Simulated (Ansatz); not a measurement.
**Cl–Al–PH, singlet: the ladder up to RCCSDT(Q)**

Geometry: displaced at random from a stationary point.

```xyz
4

Cl    0.0646   -0.2796    2.5488
Al   -0.1003   -0.3206    0.4834
P    -0.0237   -0.3812   -1.6607
H     0.0594    0.9815   -1.3715
```

Basis cc-pVDZ; Ansatz 0.2.0. Only valence electrons are correlated (noble-gas cores frozen), which leaves 16 electrons in 44 orbitals. Prefix R: restricted or restricted open-shell reference.

Full CI isn't at hand for all of this; RCCSDT(Q) serves as the reference, and is uncertain by the last step of the cluster series or more.

The UHF ⟨S²⟩ is 0.000. The T1 diagnostic (RCCSD) is 0.0173 and the largest doubles amplitude (RCCSD) is 0.066.

```csv
level,E − E(RHF) (eV)
RMP2,-8.3678
RCCSD,-9.2363
RCCSD(T),-9.5631
```

Problem. Estimate how far RCCSDT(Q) in cc-pVDZ lies from RCCSD(T). The table doesn't fix it; the size of (T) and the diagnostics are the guide.

Solution. RCCSDT(Q) in cc-pVDZ lies 1.45 kcal/mol below RCCSD(T), which is 19 % of the (T) step (-7.54 kcal/mol). The diagnostics are small and the rest is a small part of (T), but (T) is large here. The miss exceeds 1 kcal/mol.

The other levels:

| level | E − E(RCCSDT(Q)) (kcal/mol) | share of correlation (%) | wall time |
| --- | --- | --- | --- |
| CISD | 34.10 | 84.64 | 2.5 s |
| BCCD(T) | 1.44 | 99.35 | 1.4 s |
| RCCSDT | 0.70 | 99.69 | – |

The correlation energy at RCCSDT(Q), counted from RHF, is -9.626 eV. That run took 50 s on 1 thread of Arm Neoverse V1, shared host.

Times hold each run's SCF and search for its determinant on a shared host, so for small cases they say little of a method's own cost; they ran on 1 thread of Arm Neoverse V1. Some runs computed forces too.
